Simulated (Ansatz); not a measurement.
Reaction (formal loss of a carbene): `C#C/C=C/C` → `C#CC=C` + `[CH2]` (triplet)

Program: Ansatz. Geometries: PBE0-D4/def2-TZVP. ΔE: electronic, gas phase. CCSD(T)/CBS adds triple-zeta CCSD(T) − MP2 to the extrapolated MP2 energy (def2 sets, frozen cores). This one scheme is used for every species. Triplets are unrestricted, without spin–orbit coupling.

```csv
species,SCS-MP2/def2-TZVPP energy (Eh)
`C#C/C=C/C`,-193.61481
`C#CC=C`,-154.38645
`[CH2]` (triplet),-39.05647
```

Question: Work out ΔE.

Answer: ΔE = (-154.38645) + (-39.05647) − (-193.61481) = 0.17189 Eh = +107.9 kcal/mol. CCSD(T)/CBS gives +107.1 kcal/mol.

Largest T1 diagnostic among the species: 0.012.

Leaving LDA and LC-ωPBE aside and taking each functional with its dispersion term where it has one, the values, not all of them listed here, spread over 8.3 kcal/mol, from r2SCAN0-D4 to ωB97X-V. LDA lies +18.1 kcal/mol from PBE without D4. From BLYP to BHLYP (50 % exact exchange), in def2-TZVPP and without D4, ΔE moves by −1.2 kcal/mol. In def2-TZVPP, CCSD(T) changes the Hartree–Fock value by +32.2 kcal/mol (the triples alone add +2.7 kcal/mol) and MP2 by +35.7 kcal/mol.
